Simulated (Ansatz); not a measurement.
Molecule: C2H4NO (charge 0, doublet). It need not be the lowest isomer of its formula. SMILES: CC([NH])=O
Structure (B3LYP-D3(BJ)/def2-TZVP (Ansatz, a program for electronic structure) minimum search):
```xyz
8

O      0.4806     1.2318     0.0712
C      0.0856     0.0703    -0.0239
N      1.0063    -0.9284     0.1131
C     -1.3604    -0.3142    -0.1021
H     -1.9628     0.5531    -0.3620
H     -1.5017    -1.1086    -0.8366
H     -1.6814    -0.7025     0.8666
H      1.9064    -0.6339    -0.2739
```
Charge 0, spin multiplicity 2.

Parts of the frozen-core correlation energy in STO-3G (Ansatz, hartree). Frozen orbitals: 4; correlated occupied orbitals by spin: 12 and 11; virtual: 8 and 9. UHF or UKS for open shells. No spin-orbit coupling. Non-relativistic.

```
term                            value
-------------------------  ----------
reference (HF)             -204.67122
MP2 opposite-spin                   …
MP2 same-spin                -0.02501
CCSD correlation                    …
(T)                                 …
T1 diagnostic                   0.043
largest doubles amplitude       0.088
<S^2> of the reference          1.073
```

### Question
Complete the blanks.

### Answer

- MP2 opposite-spin, value: -0.12826
- CCSD correlation, value: -0.22103
- (T), value: -0.00364
